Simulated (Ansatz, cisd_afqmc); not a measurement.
Species: SiH₃, charge -1, singlet. SiH3- (SMILES [SiH3-]).
B3LYP-D3(BJ)/def2-TZVP minimum from Ansatz (a quantum-chemistry and plane-wave program):
```
Si
H 1 1.5441
H 1 1.5441 2 94.12
H 1 1.5441 2 94.12 3 -94.44
```
Charge -1, spin multiplicity 1.

Total energies in aug-cc-pV(D+d)Z, 8 correlated electrons, 5 frozen orbitals. UHF or UKS for unpaired electrons; spin-orbit terms are left out. Cores are frozen in correlated methods. No relativity. The Monte Carlo rows (phaseless AFQMC, CISD trial, step 0.005/hartree) carry one-sigma bars that omit the constraint's bias. Outlying blocks are dropped, and bars are widened where a walk drifts. Over all cases where full CI ran beside it in this data, AFQMC minus full CI had a median of +0.1 mEh and passed +0.4 mEh in a tenth of the cases.

```csv
method,program,energy (Eh),minus CCSDTQ (mEh)
HF,Ansatz,-290.63753,168.37
MP2,Ansatz,-290.76882,37.08
CCSD,Ansatz,-290.79989,6.01
CCSD(T),Ansatz,-290.80473,1.18
CCSDT(Q),Ansatz,-290.80587,0.03
CCSDTQ,Ansatz,-290.80590,0.00
AFQMC/CISD,cisd_afqmc,-290.8059 ± 0.0004,0.0 ± 0.4
```

Rough core times of Ansatz's runs on a shared machine: CCSD(T) under 20 s, CCSDT(Q) under 20 s, CCSDTQ 10 min.
